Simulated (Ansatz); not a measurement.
Task: an active-space calculation of BH₃P₂, SMILES B1PP1, with Ansatz 0.2.0 through its Python package. Give the script and its output. Use: SC-NEVPT2, 6-31G* basis, multiplicity 1.

```tsv
atom	x (Å)	y (Å)	z (Å)
B	-0.7351	-0.4455	-0.3967
P	0.7093	0.9395	-0.4816
P	0.4847	-0.3199	1.1104
H	-1.6639	-0.8751	-0.9105
H	1.5749	0.0357	-1.2480
H	-0.3279	0.6013	1.8803
```

`cas_bh3p2.py`:
```python
import ansatz as az

GEOMETRY = '''
B    -0.73510   -0.44550   -0.39670
P     0.70930    0.93950   -0.48160
P     0.48470   -0.31990    1.11040
H    -1.66390   -0.87510   -0.91050
H     1.57490    0.03570   -1.24800
H    -0.32790    0.60130    1.88030
'''


def main() -> None:
    mol = az.Crystal.molecule()
    for line in GEOMETRY.strip().splitlines():
        symbol, *xyz = line.split()
        mol = mol.atom(symbol, [float(v) for v in xyz])

    model = mol.calculation().basis(gaussian='6-31G*').correlation(active_electrons=6, active_orbitals=6)
    for method in ['sc_nevpt2']:
        r = (model if method is None else model.correlation(method)).run(threads=1, pin='off').report
        space = r['configurations']
        state = space['states'][0]
        print(method or 'casscf', f'total {r["free_energy_ev"] / 27.211386246:.6f} Ha, active-space state {state["energy"]["hartree"]:.6f} Ha, mean field {r["reference_energy_ev"] / 27.211386246:.6f} Ha')
        print('  determinants', state['n_determinants'], ' natural occupations', [round(n, 3) for n in space['natural_occupations']])


if __name__ == '__main__':
    main()
```

Output of `python cas_bh3p2.py`:
```text
RunWarning: the results are in doubt because another end's mean lies 0.072 eV lower, and its corrected mean 0.041 eV higher
sc_nevpt2 total -708.082613 Ha, active-space state -707.848724 Ha, mean field -707.802800 Ha
  determinants 400  natural occupations [1.975, 1.975, 1.959, 0.041, 0.028, 0.021]
```
(Warnings from the package without file and line.)

What to keep in mind:
- Total energies depend on the basis set; only differences at equal settings carry meaning.
- The geometry is a force-field or estimated start, not a minimum of this method, and the basis set is short of its limit. The active space starts as a window about the frontier orbitals and is then optimised, not chosen by chemistry.
- A lower CASSCF solution was found and passed over, so the printed active-space state isn't the lowest.
- Wall time of the script: 6.3 s on 1 thread of Arm Neoverse V1, with other jobs on the host, peak memory 0.18 GiB.

(Lines on the test bed's own set-up are left out of the output.)
